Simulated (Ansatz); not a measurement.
**Worked example: correlation energy of SbH4⁻, singlet**

Geometry: displaced at random from a stationary point.

```yaml
atoms:
  - { symbol: Sb, position_ang: [0.0240, 0.0000, 0.0013] }
  - { symbol: H, position_ang: [-0.3293, -0.0162, -1.9546] }
  - { symbol: H, position_ang: [-1.0209, 1.3678, -0.0524] }
  - { symbol: H, position_ang: [-1.1237, -1.3443, -0.0226] }
  - { symbol: H, position_ang: [-0.4265, -0.0035, 1.8706] }
```

Basis def2-SVPD with its core potentials; Ansatz 0.2.0. Only valence electrons are correlated (noble-gas cores and the filled d shells of p-block atoms frozen), which leaves 10 electrons in 55 orbitals. R marks a restricted (for open shells ROHF) determinant. No spin–orbit coupling is included; scalar relativity enters through the core potentials alone.

Full CI isn't at hand for all of this; RCCSDT(Q) serves as the reference, and is uncertain by about the last step of the cluster series.

Runs differ by some tens of microhartree through their thresholds, so steps under 0.03 kcal/mol mean nothing.

| level | total energy (hartree) |
| --- | --- |
| RHF | -241.478368 |
| RMP2 | -241.627350 |
| RCCSD | -241.662687 |
| RCCSD(T) | -241.667880 |
| RCCSDT | -241.668889 |
| RCCSDT(Q) | -241.669108 |

Task: What is the correlation energy at RCCSDT(Q), and what share of it do RMP2 and RCCSD(T) recover?

Result: E(corr) = -241.669108 − (-241.478368) = -0.190740 hartree = -5.190 eV. RMP2: -0.148982 / -0.190740 = 78.11 %. RCCSD(T): -0.189512 / -0.190740 = 99.36 %.

Task: By how many kcal/mol does RCCSD(T) miss RCCSDT(Q) (1 hartree = 627.509 kcal/mol), and which steps make up the rest?

Result: -241.667880 − (-241.669108) = 0.001228 hartree = 0.77 kcal/mol. Steps: RCCSDT − RCCSD(T) = -0.63, RCCSDT(Q) − RCCSDT = -0.14 kcal/mol. That is within 1 kcal/mol of the reference in this basis, which itself misses far more of the correlation at the basis-set limit.
